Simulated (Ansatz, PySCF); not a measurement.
Reaction: C2H6O (ethanol, SMILES C(C)O) → CH3 (SMILES [CH3], doublet) + CH3O (SMILES [CH2]O, doublet) (the C-C bond breaks)
Each species at its own B3LYP-D3(BJ)/def2-TZVP minimum (Ansatz, an electronic-structure program), one conformer.

Total energies in hartree (Ansatz). Radicals and triplets start from unrestricted determinants; spin-orbit coupling is neglected. Cores are frozen in correlated methods. No relativity.

| species | HF/cc-pVTZ | CCSD(T)/cc-pVTZ | HF/cc-pVQZ | CCSD(T)/cc-pVQZ | CCSD(T)/cc-pVDZ | CCSDT(Q)/cc-pVDZ |
|---|---|---|---|---|---|---|
| 1: C2H6O (ethanol, SMILES CCO) | -154.14243 | -154.79527 | -154.15422 | -154.84492 | -154.62297 | -154.62460 |
| 2: CH3 (SMILES [CH3], doublet) | -39.57748 | -39.76098 | -39.58026 | -39.77245 | -39.71583 | -39.71634 |
| 3: CH3O (SMILES [CH2]O, doublet) | -114.46247 | -114.88799 | -114.47189 | -114.92463 | -114.76395 | -114.76519 |

### Question
Work out the bond dissociation energy (enthalpy at 298 K, ideal-gas terms from PySCF's Hessians at B3LYP-D3(BJ)/def2-TZVP) in kcal/mol: take Hartree-Fock from cc-pVQZ, extrapolate the CCSD(T) correlation energy as X^-3 (X = 3, 4), and add CCSDT(Q) - CCSD(T) in cc-pVDZ. The further terms named in the bracket sum to -0.00978 hartree. 1 hartree = 627.51 kcal/mol.

### Answer

Species 1: correlation (64·(-0.69070) - 27·(-0.65284))/37 = -0.71833; step -0.00163; E1 = -154.15422 + (-0.71833) + (-0.00163) = -154.87418
Species 2: correlation (64·(-0.19219) - 27·(-0.18350))/37 = -0.19853; step -0.00051; E2 = -39.58026 + (-0.19853) + (-0.00051) = -39.77930
Species 3: correlation (64·(-0.45274) - 27·(-0.42552))/37 = -0.47260; step -0.00124; E3 = -114.47189 + (-0.47260) + (-0.00124) = -114.94573
-1·E1 +1·E2 +1·E3 -0.00978 = 0.13937 hartree = 87.5 kcal/mol. From measured enthalpies of formation at 298 K: 87.2 kcal/mol (Active Thermochemical Tables 1.112 (ions: stationary electron), as tabulated in the package chemicals). The calculations leave out spin-orbit terms. The composite differs from it by +0.2 kcal/mol; core, relativistic and spin-orbit terms are not in it.
